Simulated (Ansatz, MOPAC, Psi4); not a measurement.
Molecule: C2H3O (charge 0, doublet). SMILES: C[C]=O
Coordinates optimised at B3LYP-D3(BJ)/def2-TZVP (Ansatz, a quantum-chemistry and plane-wave program):
```
C
H 1 1.0907
H 1 1.0907 2 107.26
H 1 1.0931 2 110.55 3 -120.60
C 1 1.5066 2 108.57 3 117.14
O 5 1.1781 1 128.79 2 121.85
```
Charge 0, spin multiplicity 2.

Property: vertical ionisation energy to the singlet, in eV. Terms: PM7 with its own dispersion and hydrogen-bond terms; spin-orbit terms left out; valence correlation only; each state is the SCF solution reached for its charge and spin; 6-311+G** with 5d; 6-31G* and kin with 6d, 5d where marked; non-relativistic; no dispersion term unless named; open shells spin-unrestricted. First-principles rows: single points at B3LYP-D3(BJ) geometries (Ansatz). Semi-empirical rows: differences of heats of formation at the shared geometry for vertical values. A UHF reference is markedly spin-contaminated in at least one set, which strains HF and MP2.

| level | program | vertical ionisation energy to the singlet (eV) |
|---|---|---|
| AM1 | MOPAC | 9.01 |
| PM6 | MOPAC | 8.86 |
| PM7 | MOPAC | 8.80 |
| MNDO | MOPAC | 8.99 |
| HF/6-311+G** | Ansatz | 8.48 |
| PBE/6-31G* | Ansatz | 8.11 |
| PBE/6-311+G** | Ansatz | 8.39 |
| B3LYP/STO-3G | Ansatz | 6.64 |
| B3LYP/6-31G* | Ansatz | 8.39 |
| B3LYP/6-311+G** | Ansatz | 8.65 |
| wB97X-D/6-31G* | Psi4 | 8.40 |
| MP2/6-31G* | Ansatz | 7.58 |
| MP2/6-311+G** | Ansatz | 7.87 |
| B3LYP/def2-TZVPD | Ansatz | 8.62 |
| wB97M-V/def2-TZVPD | Ansatz | 8.41 |

No value to compare with is used here. The 13 habitual levels span 6.64 (B3LYP/STO-3G) to 9.01 eV (AM1); B3LYP/def2-TZVPD gives 8.62.

The levels are drawn from those run, B3LYP/6-31G* more often than the rest, none by its result; runs whose electronic state is in doubt are left out.
